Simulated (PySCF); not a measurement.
# Boron: a sound run and one with changed settings

Sound run: B [He] 2s2 2p1, B⁺ [He] 2s2. Calculation: PySCF 2.14, in aug-cc-pVDZ-DK; scalar relativity by spin-free X2C-1e. In the sound run the correlated levels freeze 1s2. The sound run starts from symmetry-adapted Hartree-Fock orbitals and uses a fine grid where one is needed.

Changed run: initial guess 1e, at most 50 SCF cycles.

| species | method | sound run (hartree) | changed run (hartree) | converged |
| --- | --- | --- | --- | --- |
| B | UHF | -24.53730 | -24.53730 | yes |
| B | PBE0 | -24.62340 | -24.62340 | yes |
| B | CCSD(T) | -24.59783 | -24.59783 | yes |
| B⁺ | LDA | -24.03895 | -24.03895 | yes |
| B⁺ | MP2 | -24.27450 | -24.27450 | yes |

Here the plain start reaches the same solutions.
